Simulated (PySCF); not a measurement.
Structure with atom numbers: `[cH:1]1[n:2][cH:3][nH:4][n:5]1`. Hydrogens are named by the atom that carries them.

Computed data (PySCF 2.14.0 with density-fitted response routines): shielding tensors at PBE0/pcSseg-1 (GIAO), structure optimised with GFN2-xTB. Single conformer, non-relativistic, no solvent.

Chemical shifts δ = σref − σ; TMS for 13C, 1H; 15N vs NH3, all at this level.

| atoms | nucleus | count | δ (ppm) |
| --- | --- | --- | --- |
| N5 | 15N | 1 | 329.3 |
| N4 | 15N | 1 | 225.5 |
| H(N4) | 1H | 1 | 10.12 |
| N2 | 15N | 1 | 290.8 |
| C3 | 13C | 1 | 145.5 |
| C1 | 13C | 1 | ? |
| H(C3) | 1H | 1 | ? |
| H(C1) | 1H | 1 | 8.08 |

Q: Fill in the missing shifts.

A: 
- C1: 155.6 ppm, aromatic CH between two ring heteroatoms
- H(C3): 8.05 ppm, hydrogen on an aromatic CH between two ring heteroatoms; the ring current deshields protons in the ring plane

Exchangeable OH/NH protons stand at their gas-phase positions; hydrogen bonding in a real sample shifts them, mostly to higher δ. Shifts are as computed. Against solution values, carbons near 30 ppm lie about +3 ppm off and those near 130 ppm about +5 ppm. Of 1211 compounds with measured shifts, 218 miss one by over three times the rms of a fit or turn the order of signals round; such compounds aren't used in these exercises. Experimental scales use liquid or dissolved standards, which lie at an offset from isolated NH3 (liquid NH3: subtract about 20 ppm). Unscaled 15N shifts of sp2 nitrogen come out 20 to 40 ppm too high even then.
